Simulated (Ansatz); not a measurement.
# AlH3OS: the cost of one run

The runs use Ansatz 0.2.0, Gaussian basis; PBE0-D4, def2-SVP first, then def2-TZVP.

## (1) The system as given

The guess: 6 atoms, charge 0, spin multiplicity 1.

Atoms are counted from 1 here; the program's logs count them from 0.

Bond lengths: Al1–O2 2.179 Å, Al1–S3 2.104 Å, Al1–H5 1.528 Å, O2–H6 0.953 Å. Angles: O2–Al1–S3 87.4°, O2–Al1–H5 114.4°, S3–Al1–H5 158.2°, Al1–O2–H6 168.7°.

As a file:

```mol
AlH3OS
  3D, bonds by distance, orders not assigned

  6  4  0  0  0  0  0  0  0  0999 V2000
   -0.8016    0.4054   -0.6404 Al  0  0
    0.7311    0.1457    0.8858 O   0  0
   -0.1901   -1.4445   -1.4346 S   0  0
    0.6079   -0.8017    0.0384 H   0  0
   -1.6046    1.6998   -0.5154 H   0  0
    1.2572   -0.0046    1.6662 H   0  0
  1  2  8  0
  1  3  8  0
  1  5  8  0
  2  6  8  0
M  END
```

Distances that are to change: O2–H4 1.28 Å, Al1–O2 2.18 Å, S3–H4 1.79 Å.

## (2) Relaxing the guess with the reacting distances held

File hold/in.yaml:

```yaml
crystal:
  periodic: [false, false, false]
  atoms:
    - {symbol: Al, position_ang: [-0.801600, 0.405400, -0.640400]}
    - {symbol: O, position_ang: [0.731100, 0.145700, 0.885800]}
    - {symbol: S, position_ang: [-0.190100, -1.444500, -1.434600]}
    - {symbol: H, position_ang: [0.607900, -0.801700, 0.038400]}
    - {symbol: H, position_ang: [-1.604600, 1.699800, -0.515400]}
    - {symbol: H, position_ang: [1.257200, -0.004600, 1.666200]}
basis:
  gaussian: {orbitals: def2-SVP}
hamiltonian: {xc: pbe0, dispersion: d4}
relax: {f_tol: 0.08, max_steps: 120, escape_saddle: false, constraints: [{distance: [1, 3]}, {distance: [0, 1]}, {distance: [2, 3]}]}
```

Command:

```
$ ansatz run in.yaml --threads 2 --pin off --events-out ev --progress --plain --max-ram 4352MiB
```

**Question.** How long does this run take on 2 threads of Arm Neoverse V2, shared host?

About 7.5 s.
